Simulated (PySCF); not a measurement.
# H6NPSi: the cost of one run

The runs use PySCF 2.14.0, with density-fitted response routines of our own; the level of theory stands in each step. All values are computed, except where a source is named. Atoms count from 0, in the outputs and in this text.

## 1. Starting geometry

9 atoms, charge 0, multiplicity 1; geometry from: PBE0-D3(BJ)/def2-SVP.

Bonds of the start (Å): N0–Si1 1.73, Si1–P2 2.26, N0–H3 1.01, N0–H4 1.01, Si1–H5 1.49, Si1–H6 1.50, P2–H7 1.43, P2–H8 1.43.

## 2. J couplings: B3LYP/def2-TZVP

What the job is given:

```
{"job": {"kind": "j", "xc": "B3LYP", "basis": "def2-TZVP"}, "charge": 0, "multiplicity": 1}
N     -1.422189     0.708969    -0.167298
Si    -0.215721    -0.402677     0.381843
P      1.630527    -0.002703    -0.861301
H     -1.637389     0.762953    -1.156875
H     -2.254376     0.862408     0.391347
H     -0.048003    -0.168931     1.848551
H     -0.500974    -1.867066     0.193201
H      2.413289    -0.988794    -0.185535
H      2.092819     1.078334    -0.051438
```

With the program's defaults for keys left out, this is: B3LYP/def2-TZVP indirect spin-spin coupling, non-relativistic, gas phase.

Run with:

```sh
> OMP_NUM_THREADS=1 python probes_run.py task.json out
```

One launch serves the whole session: the jobs run in the order shown.

**Question.** How long does this first job take on 1 thread of Arm Neoverse V1, shared host, and how much memory does it need?

About 16 s, with a peak of 0.6 GiB.
